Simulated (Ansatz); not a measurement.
## OP: harmonic frequencies at the relaxed geometry, step by step

With Ansatz's Python interface.

The cells in order, each with its output:

In [1]:
```python
import itertools

import ansatz as az
from ase.data import atomic_numbers, covalent_radii
import numpy as np
```

In [2]:
```python
geometry = (
    az.Crystal.molecule()
    .atom('P', [0.0, 0.0, 0.0])
    .atom('O', [0.0, 0.0, 1.665])
)

calc = (
    geometry.calculation()
    .basis(gaussian='cc-pVDZ')
    .functional('B3LYP', dispersion='d4')
    .spin('collinear', total=1)
)
symbols = [site.symbol for site in geometry.cartesian_sites]
start = np.array([site.position_ang for site in geometry.cartesian_sites], dtype=float)
r = calc.relax(force_tolerance=0.003).run().report
end = np.array(r['positions_ang'])
```

In [3]:
```python
radius = [covalent_radii[atomic_numbers[s]] for s in symbols]
span = lambda where, i, j: np.linalg.norm(where[i] - where[j])
bonded = [(i, j) for i, j in itertools.combinations(range(len(symbols)), 2) if min(span(start, i, j), span(end, i, j)) < 1.2 * (radius[i] + radius[j])]
print('pair        before    after (A)')
for i, j in bonded:
    print(f'{symbols[i]}{i}-{symbols[j]}{j}'.ljust(10), f'{span(start, i, j):8.4f} {span(end, i, j):8.4f}')

minimum = az.Crystal.molecule()
for symbol, place in zip(symbols, end):
    minimum = minimum.atom(symbol, place.tolist())
vibrating = (
    minimum.calculation()
    .basis(gaussian='cc-pVDZ')
    .functional('B3LYP', dispersion='d4')
    .spin('collinear', total=1)
    .phonons(temperatures=(100, 500, 100))
)
vib = vibrating.run().report['vibrations']
sums = vib['harmonic_sums']
modes = [m['omega_inv_cm'] for m in sums['modes_at_gamma'] if m['rigid_motion'] == 'no']
print('frequencies (1/cm):', ' '.join(f'{w:.0f}' for w in modes))
print('imaginary modes:', sum(w < 0 for w in modes), ' zero-point energy:', round(sums['zero_point_energy_ev'], 4), 'eV')
print('T (K)   F_vib (eV)   S_vib (meV/K)   C_vib (meV/K)')
for row in zip(sums['temperatures_k'], sums['vibrational_free_energy_ev'], vib['entropy_ev_per_k'], vib['heat_capacity_ev_per_k']):
    print(f'{row[0]:6.1f} {row[1]:11.4f} {1000 * row[2]:13.4f} {1000 * row[3]:15.4f}')
```
```text
pair        before    after (A)
P0-O1        1.6650   1.5133
frequencies (1/cm): 1201
imaginary modes: 0  zero-point energy: 0.0745 eV
T (K)   F_vib (eV)   S_vib (meV/K)   C_vib (meV/K)
 100.0      0.0745        0.0000          0.0000
 200.0      0.0745        0.0001          0.0011
 300.0      0.0744        0.0018          0.0091
 400.0      0.0740        0.0062          0.0220
 500.0      0.0731        0.0125          0.0346
```

Reading the output:
- The frequencies are harmonic and unscaled, in a modest basis. The result belongs to the one conformer reached from this start, and soft torsions count as harmonic oscillators.
- The species is open-shell (spin multiplicity 2).
- b3lyp holds the VWN-RPA fit, as in Gaussian; the form of ORCA and Turbomole is b3lyp5.
- The spin state was assumed, and another may lie lower.
- Run time: 8 s on 1 thread of AMD EPYC 9R14 (Zen 4), with other jobs on the host, peak memory 0.17 GiB.

(Lines on the test bed's own set-up are left out of the output.)
